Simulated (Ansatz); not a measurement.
Geometry optimisation, Ansatz 0.2.0, RKS PBE/def2-TZVP.

input.yaml

```yaml
crystal:
  periodic: [false, false, false]
  atoms:
    - { symbol: B, position_ang: [-1.3825, 0.2425, -0.4571] }
    - { symbol: S, position_ang: [0.1818, 0.6664, -1.3536] }
    - { symbol: Al, position_ang: [1.3778, -0.2304, 0.3147] }
    - { symbol: H, position_ang: [-1.9018, -0.7333, -0.6577] }
    - { symbol: H, position_ang: [-1.8998, 1.0727, 0.2519] }
    - { symbol: H, position_ang: [1.85228, 0.65204, 1.55027] }
    - { symbol: H, position_ang: [1.74644, -1.81735, 0.3257] }
basis:
  gaussian: { orbitals: def2-TZVP }
hamiltonian:
  xc: pbe
relax:
  f_tol: 0.015
  max_steps: 40
```

Run as:

```bash
$ ansatz run input.yaml --threads 2 --pin off --max-ram 3072MiB --backend cpu --events-out ev --progress --plain --runs-dir out
```

Q: Where does it end, and by what steps?

A: The forces met the threshold. After 18 steps the energy has fallen by 0.793 eV; S2 moved furthest, 1.41 Å.

```
step  energy less start (eV)  largest force component (eV/Å)  accepted
   0                  0.0000                           2.211       yes
   1                  0.0936                           1.381        no
   2                 -0.1125                           0.722       yes
   3                 -0.1557                           0.438       yes
   4                 -0.2215                           0.367       yes
   5                 -0.3133                           0.758       yes
   6                 -0.4190                           0.837       yes
   7                 -0.5707                           0.723       yes
   8                 -0.6838                           0.486       yes
   9                 -0.7315                           0.809       yes
  10                 -0.7730                           0.360       yes
  11                 -0.7792                           0.159       yes
  12                 -0.7677                           0.339        no
  13                 -0.7876                           0.031       yes
  14                 -0.7897                           0.034       yes
  15                 -0.7907                           0.072       yes
  16                 -0.7923                           0.038       yes
  17                 -0.7923                           0.021        no
  18                 -0.7925                           0.002       yes
```

```xyz
7
Properties=species:S:1:pos:R:3
B -1.441 0.264 -0.521
S -0.051 1.331 -0.135
Al 1.423 -0.207 0.502
H -1.373 -0.927 -0.394
H -2.442 0.798 -0.912
H 2.851 0.333 0.952
H 1.007 -1.739 0.482
```

Whether the end is a true minimum wasn't checked by a vibrational analysis.

Time of the run: 18 s on 2 threads of Intel(R) Xeon(R) 6975P-C (Granite Rapids) (shared host), peak memory 0.21 GiB.
